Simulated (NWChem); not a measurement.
A series in which one site is exchanged, each optimised at PBE0/def2-SVP with NWChem, gas phase unless a solvent is named. def2 effective core potentials on I; no spin-orbit coupling.

A: I (HI; site = I)
B: F (HF; site = F)
C: Cl (HCl; site = Cl)

| quantity | A | B | C |
|---|---|---|---|
| dipole (D), PBE0/def2-SVP | 0.66 | 1.86 | ? |
| orbital gap (eV), PBE0/def2-SVP | 7.11 | 12.68 | ? |
| vertical ionisation energy, ΔSCF, PBE/def2-SVP (eV) | 10.51 | 15.85 | ? |
| static polarisability, PBE/def2-SVPD (bohr³) | 37.3 | 5.9 | ? |
| lowest singlet excitation, PBE/def2-SVPD, TDA (eV) | 5.25 | 9.48 | ? |

Task: Complete the blanks.

Result: 
- dipole (D), PBE0/def2-SVP, C: 1.38
- orbital gap (eV), PBE0/def2-SVP, C: 9.92
- vertical ionisation energy, ΔSCF, PBE/def2-SVP (eV), C: 12.55
- static polarisability, PBE/def2-SVPD (bohr³), C: 17.8
- lowest singlet excitation, PBE/def2-SVPD, TDA (eV), C: 7.38
